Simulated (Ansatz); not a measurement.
**Al2H2 (singlet): wave-function methods side by side at distance Al1–H3 = 1.494 Å, 6-31G**

Aim: climb from Hartree-Fock through coupled cluster and multireference methods for Al2H2 (singlet) at one geometry and basis, and see what each rung misses.

Computed with Ansatz 0.2.0, Gaussian basis. Level: 6-31G, core rule «outside noble gas», up to 10 orbitals frozen.

The runs, in order: UHF; CCSD(T) on RHF; CCSD(T) on UHF; BCCD(T) on RHF; CISD; CCSDT(Q) on RHF; CCSDT(Q) on UHF; CCSDTQ on RHF; CASSCF and MRCISD+Q, 2 electrons in 2 orbitals; CASSCF and NEVPT2, 2 electrons in 2 orbitals; CASSCF and MRCISD+Q, 8 electrons in 10 orbitals; CASSCF and NEVPT2, 8 electrons in 10 orbitals; Full CI.

20 further runs of the same task are left out: 13 that didn't finish, 7 set aside as unsound or not needed.

## (1) The system

The geometry derives from a PBE0/def2-TZVP stationary point (not a proven minimum). One bond is set to the value named and the two fragments are kept rigid.

4 atoms, charge 0, spin multiplicity 1.

Atoms are counted from 1 here; the program's logs count them from 0.

Bond lengths: Al1–Al2 2.635 Å, Al1–H3 1.494 Å, Al2–H4 1.622 Å. Angles: Al2–Al1–H3 120.2°, Al1–Al2–H4 120.2°.

Coordinates:

```
Al    0.0000   -0.1517    1.3098
Al    0.0000    0.1554   -1.3070
H     0.0000    1.0431    2.2068
H     0.0000   -1.1420   -2.2811
```

## (2) UHF

Contents of in.yaml:

```yaml
crystal:
  periodic: [false, false, false]
  atoms:
    - {symbol: Al, position_ang: [0.000000, -0.151655, 1.309777]}
    - {symbol: Al, position_ang: [0.000000, 0.155353, -1.307001]}
    - {symbol: H, position_ang: [0.000000, 1.043069, 2.206811]}
    - {symbol: H, position_ang: [0.000000, -1.142049, -2.281128]}
basis:
  gaussian: {orbitals: 6-31G}
magnetization: {spin_polarized: true, initial_magnetization: 0}
hamiltonian: {xc: hf}
output: {orbitals: {seedname: orbitals}}
```

Launch:

```
$ ansatz run in.yaml --threads 1 --pin off --events-out ev --progress --plain --max-ram 2393MiB
```

The runs that follow: CCSD(T) on RHF; CCSD(T) on UHF; BCCD(T) on RHF; CISD; CCSDT(Q) on RHF; CCSDT(Q) on UHF; CCSDTQ on RHF; CASSCF and MRCISD+Q, 2 electrons in 2 orbitals; CASSCF and NEVPT2, 2 electrons in 2 orbitals; CASSCF and MRCISD+Q, 8 electrons in 10 orbitals; CASSCF and NEVPT2, 8 electrons in 10 orbitals; Full CI.

Before running them: what should the planned runs give, taken together? Wanted: FCI below the RHF energy; RMP2 from FCI; UMP2 from FCI; RCCSD from FCI; RCCSD(T) from FCI; UCCSD(T) from FCI; RCCSDT(Q) from FCI; UCCSDT(Q) from FCI; NEVPT2 pair from FCI.

As calculated:

| quantity | value |
| --- | --- |
| FCI below the RHF energy | -2.7740 eV |
| RMP2 from FCI | +21.97 kcal/mol |
| UMP2 from FCI | +24.12 kcal/mol |
| RCCSD from FCI | +2.42 kcal/mol |
| RCCSD(T) from FCI | +0.82 kcal/mol |
| UCCSD(T) from FCI | +1.31 kcal/mol |
| RCCSDT(Q) from FCI | +0.04 kcal/mol |
| UCCSDT(Q) from FCI | +0.04 kcal/mol |
| NEVPT2 pair from FCI | +15.76 kcal/mol |
| MRCISD+Q pair from FCI | +0.35 kcal/mol |
| NEVPT2 valence from FCI | +4.14 kcal/mol |
| levels within 1 kcal/mol (43 meV) | RCCSD(T), BCCD(T), RCCSDT, UCCSDT, RCCSDT(Q), UCCSDT(Q), RCCSDTQ, MRCISD+Q pair, MRCISD valence, MRCISD+Q valence |
| T1 diagnostic | 0.030 |
| effectively unpaired electrons | 0.28 |

**Reading.** RCCSD(T) misses by +0.82 kcal/mol, 1.3 % of the correlation energy. CCSD(T) misses by +0.82 kcal/mol on the restricted determinant and by +1.31 kcal/mol on the unrestricted one; the two need not hold the same state or core. The occupations show some static correlation. Of the multireference levels listed MRCISD+Q valence comes nearest in total energy (+0.23 kcal/mol), which doesn't show that its space is the better one. These misses are within one basis, not against nature.
